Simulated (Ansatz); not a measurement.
`CCC(O)F` + CH₄ → `CCC(C)F` + H₂O at 600 K and 1 bar (formal exchange of groups at a C–O bond).

Calculated with Ansatz (gas phase, PBE0-D4/def2-TZVP geometries, no zero-point term in ΔE). CCSD(T)/CBS is the MP2 limit (def2-TZVPP, def2-QZVPP) plus CCSD(T) − MP2 in def2-TZVPP, frozen cores. This one scheme is used for every species. Each species was taken in one conformer, which may not be the lowest.

| species | CCSD(T)/CBS energy (Eh) | H − E (kJ/mol) | S (J/(mol·K)) |
| --- | --- | --- | --- |
| `CCC(O)F` | -293.34418 | 323.3 | 403.1 |
| CH₄ | -40.46206 | 140.4 | 215.7 |
| `CCC(C)F` | -257.43047 | 388.4 | 418.5 |
| H₂O | -76.37941 | 76.8 | 212.8 |

H − E and S are ideal-gas, rigid-rotor, harmonic terms from PBE0-D4/def2-TZVP, for one conformer and one mirror image of each species. 1 Eh = 2625.50 kJ/mol, R = 8.31446 J/(mol·K).

Task: By hand: ΔE, ΔH, ΔS and ΔG.

Result: ΔE = (-257.43047) + (-76.37941) − (-293.34418) − (-40.46206) = -0.00364 Eh = -9.6 kJ/mol. Δ(H − E) = 388.4 + 76.8 − 323.3 − 140.4 = 1.5, so ΔH = -8.1 kJ/mol. ΔS = 418.5 + 212.8 − 403.1 − 215.7 = 12.5 J/(mol·K). ΔG = -8.1 − 600 × (12.5)/1000 = -15.6 kJ/mol.

Task: By hand: the equilibrium constant, and the temperature at which ΔG would vanish if ΔH and ΔS stayed fixed.

Result: log₁₀ K = −ΔG/(RT ln 10) = 1.4. ΔH and −TΔS have one sign here, so there is no such temperature.

TΔS isn't small against ΔH here. A doubt of 5 kJ/mol in ΔE shifts log₁₀ K by 0.4 here. Other conformers and mirror images would add mixing entropy, several J/(mol·K) or more a flexible species. These are equilibria of isolated gas molecules and say nothing of rates. Largest T1 diagnostic: 0.010 (customary marks: 0.02 for closed shells, 0.045 for open ones).

ΔS is within the doubt of such terms, so its sign, and with it that verdict, could turn.
